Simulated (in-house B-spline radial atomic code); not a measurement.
## RPA and G0W0 on PBEsol: Xe

Configuration [Kr] 4d10 5s2 5p6, mean-field start PBEsol. Computed with an all-electron radial atomic-structure program (B-spline basis): all electrons, non-relativistic, point nucleus, each spin shell either full or empty, empty states to l = 9 with an (l + 1/2)⁻⁴ tail; G0W0 by contour deformation at full frequency.

Without relativity these are model numbers: it shifts the levels of so heavy an element strongly and can reorder them.

Command:
```bash
python run_gw.py task.json out
```
Settings (radii: box in bohr, nucleus in fm):
```
Z                        54
electrons                54
configuration            [Kr] 4d10 5s2 5p6
hamiltonian              nr
method                   pbesol
lmax                     9
spin_polarised           False
box_radius               40
intervals                57
```

Run time, properties included: 2.7 s on 1 thread of Intel(R) Xeon(R) Platinum 8375C CPU @ 2.90GHz, with other jobs on the host.

Energies (hartree):

```json
{"term": "mean-field total", "value": "-7231.41862"}
{"term": "Hartree-Fock functional on these orbitals", "value": "-7232.10245"}
{"term": "direct second order", "value": "-4.8103"}
{"term": "second-order exchange", "value": "1.3"}
{"term": "SOSEX correction", "value": "1.2012"}
```

Problem. What is the RPA correlation energy, and what remains with SOSEX?

Solution. RPA gives -4.1626 hartree (-2.1 eV per electron); RPA + SOSEX gives -2.9614, and the second-order doubles -3.5103 hartree (no singles). SOSEX takes back 29 % of the RPA value.

Quasi-particle levels (eV):

| level | occupied | mean field | Σx - vxc | Σc | QP weight | G0W0 |
| --- | --- | --- | --- | --- | --- | --- |
| 5p | yes | -8.295 | -3.90 | ? | ? | ? |

G0W0 = mean field + (Σx - vxc) + Σc, with Σc (partial-wave tail included) taken at the quasi-particle energy. Only the outer levels were computed. Levels of low weight are left out.

Problem. Where does G0W0 put 5p?

Solution. At -12.365 eV, with Σc = -0.17 eV and a quasi-particle weight of 0.847. The tabulated removal energy is 12.130 eV (NIST, measured); the calculation leaves out relativity, Breit and QED terms, and what these don't explain is the method's own error.
